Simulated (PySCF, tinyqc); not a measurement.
Inside a calculation. Method: RKS/LDA (PW92) in the sto-6g basis, for CH2, spin multiplicity 1. The lowest restricted solution is unstable here: a spin-polarised one lies 0.0040 hartree lower (PySCF). One step of it, computed by the program tinyqc.

Question. Iteration 2: DIIS coefficients. Solve [B -1; -1 0][c; lambda] = [0; -1] for the coefficients, which sum to one.

B (overlaps of the stored error matrices):
```
,1,2
1,1.1719092e+00,-9.6326514e-01
2,-9.6326514e-01,1.5219208e+00
```

Give: DIIS coefficients.

Answer.

DIIS coefficients: 0.5379  0.4621
